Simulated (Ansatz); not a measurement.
# bcc K

Computed with r²SCAN (Ansatz, a quantum-chemistry and plane-wave program, plane waves, PAW).

Numerical settings: plane-wave cutoff 500 eV, 2×2×2 k mesh, Fermi–Dirac smearing 0.1 eV, cell of 250 sites, scalar-relativistic PAW data made under PBE.

Cell: relaxed at this level.

```yaml
vacancy_formation_energy: 0.34 eV
vacancy_formation_energy_before_relaxation: 0.41 eV
```

Measured, for comparison: vacancy formation energy 0.34 eV (no zero-point or thermal correction, monovacancy; as tabulated in Garrity and Choudhary (2023), arXiv:2112.11585). Computed (rounded) less measured: vacancy formation energy within the reference's last digit.

Note: energies are extrapolated to zero smearing, and mesh and cell size move such values by some hundredths of an eV or more.

Static lattice: no zero-point or thermal effects.
